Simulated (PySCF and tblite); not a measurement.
C5H9F, numbered as in [F:1][CH:2]1[CH2:3][CH2:4][CH2:5][CH2:6]1.

Free energies: B3LYP-D3(BJ)/def2-TZVP (IEF-PCM, chloroform) on PBE0-D3(BJ)/def2-SVP structures plus GFN2-xTB thermal terms, symmetry and mirror images included. Conformers within 3 kcal/mol (GFN2-xTB free energy) were kept, 8 at most. Couplings: B3LYP/pcSseg-1 with pcJ-1 on H, F (gas phase; spin-dipole term only for pairs with B, N, F, Si or P). Couplings are for ¹⁹F, ¹H. Of two unlike H on one atom, a is the less shielded (PBE0/pcSseg-1 (IEF-PCM, chloroform)). Codes: tblite and PySCF.

The 5-ring runs over atoms 2–3–4–5–6. Of a mirror pair one member is shown.

| conformer | shape | weight % |
| --- | --- | --- |
| 1 | 5-ring twist (ring torsions -44, 35, -14, -13, 35°) | 100.0 |

Give the couplings in each conformer and the averages at 298.15 K (pairs that fast motion interchanges averaged).


```csv
coupling,pairs,1,average (Hz)
"²J(F1,H2)",1,60.9,60.9
"³J(F1,H3a)",2,28.0,28.0
"³J(F1,H3b)",2,35.0,35.0
"⁴J(F1,H4b)",2,1.6,1.6
"³J(H2,H3a)",2,0.4,0.4
"³J(H2,H3b)",2,5.5,5.5
"⁴J(H2,H4a)",2,-0.8,-0.8
"²J(H3a,H3b)",2,-15.8,-15.8
"³J(H3a,H4b)",2,5.1,5.1
"³J(H3a,H4a)",2,8.5,8.5
"⁴J(H3a,H5b)",2,-0.9,-0.9
"⁴J(H3a,H5a)",2,0.6,0.6
"⁴J(H3a,H6a)",1,2.0,2.0
"³J(H3b,H4b)",2,9.7,9.7
"³J(H3b,H4a)",2,8.5,8.5
"⁴J(H3b,H5a)",2,-0.7,-0.7
"²J(H4b,H4a)",2,-13.9,-13.9
"³J(H4b,H5b)",1,7.4,7.4
"³J(H4b,H5a)",2,7.3,7.3
"³J(H4a,H5a)",1,8.0,8.0
```

Only couplings over up to 4 bonds are listed; longer-range ones, if any, are left out.

Computed couplings to fluorine can be off by tens of per cent at such levels.
